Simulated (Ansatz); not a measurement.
**NaCl: a ladder of functionals and wavefunction methods**

One table from this session's results is given with a row withheld; the runs are named, their logs left out.

The runs use Ansatz 0.2.0, Gaussian basis; functionals in def2-TZVPP, the program's frozen cores in correlated methods.

Levels to be run: LDA (SPW92), PBE-D4, revPBE-D4, BLYP-D4, r2SCAN-D4, B97M-V, PBE0-D4, B3LYP-D4, r2SCANh-D4, r2SCAN0-D4, HSE06-D4, BHLYP-D4, CAM-B3LYP-D4, LC-ωPBE, ωB97X-V, ωB97M-V, B2PLYP, PBE-QIDH; CCSD(T)/def2-SVP; CCSD(T)/def2-TZVPP; CCSD(T)/def2-QZVPP; extrapolation to the limit; RPA on PBE.

## Structure used throughout

The geometry comes from an earlier relaxation with PBE0-D4 in a triple-zeta def2 set; it is a stationary point.

2 atoms, charge 0, spin multiplicity 1.

Atoms are counted from 1 here; the program's logs count them from 0.

Bond lengths: Na1–Cl2 2.358 Å.

The first run:

in.yaml reads:

```yaml
crystal:
  periodic: [false, false, false]
  atoms:
    - {symbol: Na, position_ang: [-0.989575, 0.304086, -0.517049]}
    - {symbol: Cl, position_ang: [1.019075, -0.364186, 0.521049]}
basis:
  gaussian: {orbitals: def2-TZVPP}
hamiltonian: {xc: lda}
output: {orbitals: {seedname: orbitals}}
```

Among the steps run: LDA; PBE-D4 (GGA); revPBE-D4 (GGA); BLYP-D4 (GGA); r2SCAN-D4 (meta-GGA); B97M-V (meta-GGA); PBE0-D4 (hybrid); B3LYP-D4 (hybrid); r2SCANh-D4 (hybrid); r2SCAN0-D4 (hybrid); HSE06-D4 (hybrid); BHLYP-D4 (hybrid); CAM-B3LYP-D4 (range-separated); LC-ωPBE-D4 (range-separated; the results give it without D4); ωB97X-V (range-separated); ωB97M-V (range-separated); B2PLYP (double hybrid); PBE-QIDH (double hybrid).

One of the session's tables, all rows but one given; the rest of the session is left out.

It belongs to the step «Frontier levels by functional». 

```
  functional  HOMO (eV)  LUMO (eV)  gap (eV)
 LDA (SPW92)      -5.33      -2.15      3.18
      PBE-D4      -5.19      -2.26      2.93
   revPBE-D4      -5.13      -2.32      2.81
     BLYP-D4      -5.07      -2.35      2.72
   r2SCAN-D4          ?          ?         ?
      B97M-V      -5.47      -2.02      3.45
     PBE0-D4      -6.46      -1.69      4.78
    B3LYP-D4      -6.23      -2.01      4.22
  r2SCANh-D4      -5.90      -1.39      4.51
  r2SCAN0-D4      -6.64      -1.23      5.40
    HSE06-D4      -6.06      -1.99      4.07
    BHLYP-D4      -7.66      -1.43      6.23
CAM-B3LYP-D4      -7.86      -1.28      6.58
     LC-ωPBE      -9.23      -0.51      8.72
     ωB97X-V      -8.86      -0.47      8.39
     ωB97M-V      -8.76      -1.08      7.68
```

Estimate the missing values for r2SCAN-D4.

Worked estimate for «HOMO (eV)». Against the share of exact exchange, r2SCANh-D4 (0.1, -5.90), r2SCAN0-D4 (0.25, -6.64) give a slope of -4.93 per unit share; at 0 the line stands at -5.41.

**Answer.** HOMO (eV): -5.41; LUMO (eV): -1.51; gap (eV): 3.91. In «HOMO (eV)» the line misses by 0.00.
